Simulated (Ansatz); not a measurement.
Candidates: zinc-blende GaP, wurtzite AlN, zinc-blende GaSb, wurtzite GaN, zinc-blende BAs, wurtzite CdSe. Level: r²SCAN in Ansatz (plane waves, PAW).

Ansatz's runs of these crystals have no spin polarisation.

Spin–orbit coupling is left out, also for the solids with elements from indium on (zinc-blende GaSb); its size isn't shown.

Each level is taken at its own relaxed cell. Ansatz's density-functional and Hartree–Fock values are scalar-relativistic unless marked +SOC, with PAW data made under PBE.

Task: Order them by their elastic constant C44 at this level, smallest first.

Result: wurtzite CdSe (12.9 GPa), zinc-blende GaSb (43.6 GPa), zinc-blende GaP (73.1 GPa), wurtzite GaN (98.0 GPa), wurtzite AlN (123 GPa), zinc-blende BAs (157 GPa)

Ansatz is a program for electronic structure.
